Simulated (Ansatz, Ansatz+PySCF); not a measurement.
```xyz
6

C    -0.0097    0.0227   -0.7581
C     0.0072   -0.0235    0.7665
O     0.0038    1.0573   -1.3634
O     0.0017   -1.0642    1.3672
H     0.0028   -0.9767   -1.2434
H    -0.0011    0.9897    1.2497
```

RHF-MP2 on singlet C₂H₂O₂ was run in several spherical basis sets with Ansatz (development build ahead of 0.2.0). Frozen core: 4 orbitals.

Q: Rank the basis sets by the total energy that they give, lowest first, with the distance from the lowest.
A. 6-31G(d)
B. cc-pVDZ
C. STO-3G
D. def2-SVP
E. cc-pVTZ
F. def2-TZVP

A: F (0.00 eV), E (0.02 eV), B (5.94 eV), A (7.21 eV), D (11.33 eV), C (98.99 eV).

Totals follow the description of the cores as much as that of the bonds, so this order isn't one of quality for chemistry.
